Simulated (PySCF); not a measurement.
Gas-phase reaction: SiH₂F + SiHF₃ + SiF₂ → 3 SiHF₂

Method: PySCF energies plus ideal-gas RRHO corrections (1 bar). † marks an energy on the PBE0/def2-TZVP geometry and frequencies; other levels use their own. CCSD(T) freezes the core. 6-31G* has spherical d functions here. Open shells (unrestricted): SiH₂F (multiplicity 2), SiHF₂ (multiplicity 2); the rest are closed-shell singlets. B3LYP is the form with VWN-RPA correlation. SiH₂F, SiHF₂: computed as isolated molecules; such fragments, hydroxides, amides, oligomers or adducts are transient or little studied in the gas. CCSD(T) isn't extrapolated to the basis-set limit; its ΔH°(298 K) is 253.6 kJ in def2-SVP and 248.8 kJ in def2-TZVPP. The harmonic model lacks anharmonicity and excited electronic states, which grow with temperature; levels with a mode under 35 cm⁻¹ are left out.

| level | ΔE electronic, kJ | ΔH°(298 K), kJ | ΔS°(298 K), J/K | ΔG°(1600 K), kJ |
|---|---|---|---|---|
| B3LYP/def2-TZVP† | 232 | 229 | 31 | 178 |
| CCSD(T)/def2-SVP† | 256 | 254 | 31 | 202 |
| HF/6-31G* | 192 | 191 | 31 | 141 |
| HF/def2-TZVP† | 168 | 165 | 31 | 114 |
| PBE0/def2-QZVP† | 216 | 213 | 31 | 162 |
| r2SCAN/def2-TZVP† | 201 | 199 | 31 | 148 |
| ωB97M-V/def2-TZVP† | 265 | 263 | 31 | 212 |
ΔH° is lowest at HF/def2-TZVP† and highest at ωB97M-V/def2-TZVP†. No reference value is set beside these.
